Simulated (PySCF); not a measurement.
## Bond curve of CCl

Set-up: PySCF, no relativity, basis sets C def2-TZVPPD, Cl def2-TZVPPD. Energies in eV from C + Cl in their ground configurations at the same level. State: ²Π (doublet), unpaired electrons π ↑.

All columns are ωB97X-V. A positive dipole means C(−)Cl(+).

```csv
R (Å),E (eV),μ (D),Mulliken charge on C (basis-dependent),HOMO (eV),LUMO (eV),Mayer bond order,⟨S²⟩
1.416,-3.194,2.56,-0.06,-7.83,-0.17,1.65,0.75
1.482,-3.793,2.30,-0.07,-8.10,-0.37,1.56,0.75
1.548,-4.116,1.99,-0.06,-8.37,-0.57,1.49,0.75
1.598,-4.228,1.73,-0.04,-8.58,-0.73,1.44,0.75
1.647,-4.256,1.47,-0.02,-8.80,-0.89,1.41,0.75
1.696,-4.221,1.19,0.00,-9.01,-1.05,1.38,0.75
1.762,-4.101,0.81,0.04,-9.28,-1.26,1.34,0.75
1.845,-3.868,0.32,0.09,-9.62,-1.52,1.29,0.75
1.944,-3.515,-0.26,0.14,-9.99,-1.83,1.23,0.76
2.075,-2.981,-1.01,0.20,-10.41,-2.21,1.16,0.76
```

A fit through these points gives, at Re = 1.642 Å, μ = 1.49 D and dμ/dR = -5.52 D/Å; the reduced mass is 8.934 u.

Q: How strong is the fundamental in the double-harmonic approximation, I = 42.26·(dμ/dR)²/μred km/mol?

A: I = 42.26·(-5.52)²/8.934 = 144 km/mol at ωB97X-V.

The state is the lowest determinant that a PBE0 search found; another state may lie lower at other levels.
